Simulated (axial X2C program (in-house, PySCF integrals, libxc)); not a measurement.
# Linear HAlH⁻ at several levels

One table from this session's results is given with a row withheld; the runs are named, their logs left out.

Computed with an in-house X2C program for linear molecules on PySCF integrals. Level: all-electron X2C, two-component (2c) or spin-free, H dyall-v3z, Al dyall-v3z.

All values are calculated.

2 further runs of the same task are left out: 2 set aside as unsound or not needed.

Set-up of the first run:

task.json

```json
{"zs": [1, 13, 1], "q": -1, "bas": ["dyall-v3z", "dyall-v3z", "dyall-v3z"], "r0": [1.58, 1.58], "symm": 1, "scan": ["PBE0", "HF", "r2SCAN"], "levels": ["PBE0", "HF", "r2SCAN"], "nst": 2}
```

Keys: zs atomic numbers; q charge; bas basis sets; r0 starting distance in Å; symm equal bonds; scan levels of the two-bond scan (MP2 follows by itself at each HF point); levels methods; nst determinants followed.

The run is started by

```
> python solin.py task.json out
```

Masses H 1.008, Al 26.982, H 1.008 u.

Among the steps run: Scan at PBE0, 2c; Scan at HF, 2c; Scan at r2SCAN, 2c.

One table of the session follows, with a row left open; its other results are not shown here.

```
            level  r(H–Al) (Å)  r(Al–H) (Å)  lower stretch (cm⁻¹)  upper stretch (cm⁻¹)
         PBE0, 2c        1.578        1.578                1914.7                1966.2
           HF, 2c        1.575        1.575                1947.5                1996.6
       r2SCAN, 2c        1.579        1.579                1899.7                1954.6
          MP2, 2c        1.568        1.568                1981.0                2039.9
  PBE0, spin-free            ?            ?                     ?                     ?
    HF, spin-free        1.575        1.575                1947.7                1996.8
r2SCAN, spin-free        1.579        1.579                1899.8                1954.7
   MP2, spin-free        1.568        1.568                1981.1                2040.0
```

**Question.** Estimate the row for PBE0, spin-free.

**Answer.** r(H–Al) (Å): 1.578; r(Al–H) (Å): 1.578; lower stretch (cm⁻¹): 1914.8; upper stretch (cm⁻¹): 1966.3.

Scans not shown above were run alike.

Caveats from the session: For an anion the highest level of a functional can be positive, and the basis then holds the extra electron. The molecule was held linear; bending was not examined, so a bent shape may lie lower.
